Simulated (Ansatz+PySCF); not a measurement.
Values are calculated unless marked as measured or tabulated.
## Ansatz (development build ahead of 0.2.0) run

```yaml
crystal:
  periodic: [false, false, false]
  atoms:
    - { symbol: "N", position_ang: [0.0, 0.0, -1.23497] }
    - { symbol: "N", position_ang: [0.0, 0.0, 1.23497] }
basis:
  gaussian: { orbitals: STO-3G }
hamiltonian:
  xc: hf
correlation:
  method: mp2
  frozen_orbitals: { "N": 1 }
```

The input is written out in the form of the current development build from the run's settings.

The run gave:

- Converged: yes
- Reference energy: -106.94062 hartree
- Correlation energy: -0.13526 hartree
- Total energy: -107.07587 hartree
- Spin squared of the determinant: 0.000

Messages of the program:
```
unlike orbitals would lower it
the total lies above the determinant with unlike orbitals: it is not t
```

Caution: large amplitudes, a single reference is doubtful; an unrestricted determinant lies well below; the program doubts this total; the determinant may break the point group; another reference gives a lower total.
